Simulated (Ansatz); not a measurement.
Consider the atomization: `[AlH2][CH2][AlH2]` → 2 Al• + C• + 6 H•.

Computed with Ansatz on PBE0-D4/def2-TZVP structures; ΔE is electronic, products minus reactants. CBS: MP2 limit from def2 TZ/QZ plus the TZ coupled-cluster correction, frozen cores. This one scheme is used for every species, atoms too. DFT in def2-TZVPP. No spin–orbit coupling; open shells (•) take unrestricted orbitals. Spin–orbit coupling would lower the free atoms: a little for Al, C.

`[AlH2][CH2][AlH2]`:

Cartesian coordinates in Å:
```
Al 0.522 -1.400 -0.784
C 0.622 0.327 0.085
Al -1.019 1.138 0.716
H 0.622 -2.731 0.077
H 0.308 -1.489 -2.356
H 1.279 0.211 0.957
H 1.069 1.024 -0.635
H -1.540 0.839 2.187
H -1.863 2.080 -0.246
```

| species | PBE-D4 energy (Eh) |
| --- | --- |
| `[AlH2][CH2][AlH2]` | -526.23463 |
| Al• | -242.22763 |
| C• | -37.79597 |
| H• | -0.49962 |

(1) Work out ΔE.

Largest T1 diagnostic among the species: 0.018.

Results:

(1) ΔE = 6 × (-0.49962) + 2 × (-242.22763) + (-37.79597) − (-526.23463) = 0.98568 Eh = +2587.9 kJ/mol. CCSD(T)/CBS gives +2623.5 kJ/mol.

In def2-TZVPP, CCSD(T) changes the Hartree–Fock value by +551.4 kJ/mol (the triples alone add +22.8 kJ/mol) and MP2 by +545.8 kJ/mol; breaking electron pairs costs correlation energy, which Hartree–Fock lacks. At CCSD(T), def2-SVP lies −130.9 kJ/mol from the extrapolated value and def2-TZVPP −60.1 kJ/mol: correlation converges slowly with the basis, and small sets miss more of it in the bonded molecule than in its fragments.

For atomizations the MP2-based limit and the directly extrapolated one differ by several kJ/mol either way, and by 10 to 25 for some Ge, Se and Sn compounds, so smaller differences from it don't rank the levels.
